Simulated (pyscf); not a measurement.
Single points on ωB97X-D3(BJ)/def2-SVP structures (PySCF, gas phase). Correlated levels are frozen-core, on RHF or UHF. ΔMP2 is the change of the MP2 total energy from the triple- to the quadruple-zeta basis.

Q: H₂N–SiH₂–OH → HO–SiH: [singlet] + ammonia (NH₃)
Surface: singlet. Broken: N–Si, H–Si. Formed: H–N. Give ΔE‡ and ΔE from CCSD(T)/def2-TZVPP + ΔMP2(QZVPP), relative to the reactant's lowest minimum found.

A: ΔE‡ = 77.9 kcal/mol, ΔE = +59.0 kcal/mol. Zero-point energy shifts the barrier by -1.7 kcal/mol. It is a 1,1-elimination, with an imaginary mode of 1608i cm⁻¹. On the product side the descent ends in an adduct with a N–Si contact, 20.1 kcal/mol under the separated species and 36.7 kcal/mol under the saddle at ωB97X-D3(BJ)/def2-TZVP. What is counted as broken (N–Si) persists as a longer contact in the product adduct; parting that adduct is a step of its own. The same reactants have a lower exit, to O=SiH₂ + NH₃ (highest point, the separated products, at +60.8 kcal/mol at ωB97M-D3(BJ), against +76.9 kcal/mol here). This is the saddle that the search found; another between the same sides may lie lower. The CCSD(T) − MP2 part came from Ansatz, without density fitting, on the same reference.
